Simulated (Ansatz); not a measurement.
**One element changed: atomization energies of SiH2, GeH2**

Ansatz 0.2.0, basis cc-pVTZ; geometries are PBE0/def2-TZVP minima. Wave-function levels freeze the cores with the filled d shells of p-block atoms; HF, MP2 and coupled cluster are restricted for singlets and unrestricted otherwise, atoms included (their steps beyond CCSDT(Q) come from restricted open-shell runs), restricted open-shell where a d shell is frozen. MRCISD+Q stands on CASSCF in the full valence space, and MRCISD+Q is size-consistent only roughly. The reference is full CI, exact within the basis. An error is the level's value less the reference. None of these values is a measured one. Energies are electronic, without zero-point terms. No spin–orbit coupling and no scalar relativity. The species are chosen: bound, without strong static correlation by their natural occupations or amplitudes, in their lowest spin state as far as vertical gaps and like structures tell, and with a ladder that closes on the reference, so errors are smaller than for species at large; levels whose determinant breaks symmetry or spin markedly are left out.

| species | bonds (Å) | quantity | symmetry of the states | reference | value (kcal/mol) | error CCSD(T) | error CCSDT | error CCSDT(Q) | error CCSDTQ | error MRCISD+Q |
| --- | --- | --- | --- | --- | --- | --- | --- | --- | --- | --- |
| SiH2, singlet | Si–H 1.526, angle at Si 91° | atomization | A1 | full CI | 149.4 | -0.1 | -0.1 | 0.0 | 0.0 | -1.1 |
| GeH2, singlet | Ge–H 1.594, angle at Ge 91° | atomization | A1 | full CI | 138.4 | -0.1 | -0.1 | 0.0 | 0.0 | -0.5 |

The reference falls from Si to Ge, by 11.0 kcal/mol in all.
